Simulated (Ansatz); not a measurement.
[H···H···S], triplet: transfer scan

Starting geometry:

```xyz
3

H     0.0000    0.0000   -1.1560
H     0.0000    0.0000   -0.4110
S     0.0000    0.0000    1.5670
```

From there H2 is moved from one fragment to the other while all else, the fragments' distance too, stays fixed; atoms are numbered as listed. Energies are in eV, counted from the starting geometry at the same level. Kohn–Sham curves are unrestricted where that lies lower.

Basis 6-31G; Ansatz 0.2.0. Only valence electrons are correlated (noble-gas cores frozen).

In so small a basis the reference is far from its limit while semilocal and hybrid functionals are nearer theirs (RPA and double hybrids share much of the reference's basis error), so the functionals' errors here hold much of the reference's basis and frozen-core error, which can add to them or hide them.

Full CI is exact within this basis and frozen core; it isn't the basis-set limit.

| distance H1-H2 (Å) | full CI | PBE | revPBE | r2SCAN | PBE0 | B3LYP | r2SCAN0 | wB97M-V | B2PLYP | RPA-PBE |
| --- | --- | --- | --- | --- | --- | --- | --- | --- | --- | --- |
| 0.693 | 0.014 | 0.071 | 0.060 | 0.048 | 0.048 | 0.043 | 0.033 | 0.031 | 0.022 | 0.009 |
| 0.745 | 0.000 | 0.000 | 0.000 | 0.000 | 0.000 | 0.000 | 0.000 | 0.000 | 0.000 | 0.000 |
| 0.830 | 0.166 | 0.062 | 0.079 | 0.093 | 0.102 | 0.109 | 0.121 | 0.134 | 0.147 | 0.174 |
| 0.916 | 0.457 | 0.238 | 0.271 | 0.290 | 0.321 | 0.333 | 0.349 | 0.388 | 0.413 | 0.471 |
| 1.001 | 0.766 | 0.439 | 0.485 | 0.498 | 0.556 | 0.576 | 0.584 | 0.661 | 0.692 | 0.784 |
| 1.087 | 1.019 | 0.615 | 0.671 | 0.664 | 0.750 | 0.782 | 0.767 | 0.887 | 0.918 | 1.045 |
| 1.172 | 1.171 | 0.742 | 0.806 | 0.769 | 0.873 | 0.923 | 0.873 | 1.028 | 1.054 | 1.212 |
| 1.258 | 1.243 | 0.843 | 0.910 | 0.846 | 0.950 | 1.022 | 0.938 | 1.107 | 1.127 | 1.305 |
| 1.343 | 1.308 | 0.967 | 1.036 | 0.951 | 1.040 | 1.133 | 1.023 | 1.189 | 1.204 | 1.389 |
